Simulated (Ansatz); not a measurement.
`F[SiH](F)F`. Total charge 0; spin multiplicity 1.

```xyz
5

F    -0.101    1.486   -0.461
Si    0.038   -0.008    0.012
F    -0.355   -0.944   -1.189
F    -0.985   -0.252    1.182
H     1.403   -0.283    0.456
```

Task: Give the diagnostics of a CCSD(T)/def2-TZVPP run (frozen core, Ansatz 0.2.0). (An estimate is asked.)

Result: Computed: T1 = 0.0117, largest single amplitude 0.018, largest double 0.026, (T) share of the correlation energy 2.7 %, 9 CCSD cycles. The RHF solution is stable towards an unrestricted one. T1 lies under the customary mark of 0.02 for closed shells.
